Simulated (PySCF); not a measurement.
propyne (C3H4), SMILES C(C)#C. The structure is a stationary point at PBE-D3(BJ)/def2-TZVP.

Computed equilibrium geometry at PBE-D3(BJ)/def2-TZVP (PySCF confirms it by a frequency run) as Cartesian coordinates in Å, and its point group:
point group C3v.
```xyz
7

C      0.0000     0.0000    -1.2387
C      0.0000     0.0000     0.2143
C      0.0000     0.0000     1.4255
H     -0.8893    -0.5134    -1.6342
H      0.8893    -0.5134    -1.6342
H      0.0000     1.0268    -1.6342
H      0.0000     0.0000     2.4957
```
